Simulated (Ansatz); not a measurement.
Reaction (SMILES): [SiH3][CH2] (CH2-SiH3) → [SiH3][CH2-] (an electron is taken up)
B3LYP-D3(BJ)/def2-TZVP geometries, fixed; electronic energies without zero-point terms; positive where energy is released.

Basis-set convergence of the adiabatic electron affinity at B3LYP with Ansatz (a first-principles code). Cartesian d functions, on some or all atoms, in 6-31+G*; all else is spherical. The program fits the integrals of some runs and decomposes those of others, by size. Open shells are unrestricted. No added dispersion term, no relativity. Functions are those of the species that has most. Reference: the value in aug-pcseg-3, 0.968 eV, itself unsure by roughly 0.012 eV (its mean distance from aug-cc-pV(Q+d)Z, def2-QZVPPD). Deviations are taken from unrounded values.

```
basis              functions  adiabatic electron affinity (eV)  minus reference (eV)
-----------------  ---------  --------------------------------  --------------------
3-21G                     32                             0.032                -0.936
6-31G                     32                             0.137                -0.831
6-31+G*                   52                             0.825                -0.143
aug-pcseg-1               95                             0.947                -0.022
6-311++G(2d,2p)          112                             0.939                -0.029
6-311++G(3df,3pd)        176                             0.959                -0.009
aug-cc-pV(T+d)Z          216                             0.963                -0.005
def2-QZVPP               277                             0.910                -0.058
pcseg-3                  289                             0.953                -0.015
```
